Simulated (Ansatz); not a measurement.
These are frozen-core CCSD(T)/cc-pVTZ // PBE0-D3(BJ)/def2-SVP run with Ansatz (an electronic-structure program) values and carry that method's errors. The geometry is that of the parent before the electron was removed.

Ansatz 0.2 input:
```yaml
crystal:
  periodic: [false, false, false]
  atoms:
    - { symbol: C, position_ang: [-0.486715, 0.003914, -0.004956] }
    - { symbol: C, position_ang: [0.966018, -0.007769, 0.009836] }
    - { symbol: N, position_ang: [2.12273, -0.01707, 0.021618] }
    - { symbol: H, position_ang: [-0.865376, -0.69964, -0.760157] }
    - { symbol: H, position_ang: [-0.87979, -0.290347, 0.978713] }
    - { symbol: H, position_ang: [-0.856866, 1.010912, -0.245051] }
basis:
  gaussian: { orbitals: cc-pVTZ }
correlation:
  method: ccsd_t
total_charge: 1
magnetization:
  spin_polarized: true
  initial_magnetization: 1
```

Output:

```
Functional definition: HF
754 factors; integrals over basis functions are off by at most 1.2e-3 eV
mean field evaluation 1: about -3576.9657 eV, gradient 2.2e1 eV
mean field evaluation 2: about -3576.9692 eV, gradient 2.2e1 eV
mean field evaluation 4: about -3580.0672 eV, gradient 3.6e0 eV
mean field evaluation 8: about -3580.2992 eV, gradient 3.2e-1 eV
mean field evaluation 16: about -3580.0631 eV, gradient 3.6e0 eV
mean field evaluation 32: about -3580.3025 eV, gradient 4.8e-4 eV
mean field evaluation 64: about -3580.3025 eV, gradient 3.2e-3 eV
mean field evaluation 96: about -3579.4005 eV, gradient 8.0e0 eV
mean field evaluation 128: about -3579.4936 eV, gradient 8.1e-1 eV
mean field evaluation 160: about -3579.5134 eV, gradient 1.1e1 eV
mean field evaluation 192: about -3579.5427 eV, gradient 9.7e-4 eV
mean field evaluation 224: about -3575.4332 eV, gradient 2.6e-2 eV
mean field -3580.30255026 eV, -131.5736919058 hartree, gradient 4.3e-6 eV, S^2 0.758209; 12 other end points of the search recorded, 0 dependent functions left out
determinant -3580.30255026 eV, -131.5736919058 hartree, with singles and doubles -3593.40192054 eV, -132.0550848844 hartree
determinant -3580.30253869 eV, -131.5736914805 hartree, with singles and doubles -3593.40205233 eV, -132.0550897279 hartree
determinant -3579.54272797 eV, -131.5457689515 hartree, with singles and doubles -3592.72586999 eV, -132.0302404851 hartree
determinant -3580.30255026 eV, -131.5736919058 hartree, with singles and doubles -3593.26077058 eV, -132.0498977191 hartree
determinant -3580.30253869 eV, -131.5736914805 hartree, with singles and doubles -3593.26077236 eV, -132.0498977844 hartree
3 core orbitals not correlated
reference -3580.30255026 eV, -131.5736919058 hartree; 8, 7 occupied and 121, 122 virtual orbitals, 754 factors
second order -12.07447588 eV of doubles, -0.00000000 eV of singles
cycle   1  -12.95822310 eV  change   -2.8e-6 eV  update   3.1e-6
perturbative correction -0.56658188 eV, -0.0208214999 hartree
Total energy: -3593.82735523 eV, -132.0707193211 hartree
```

Cost: very roughly 100 core-seconds.
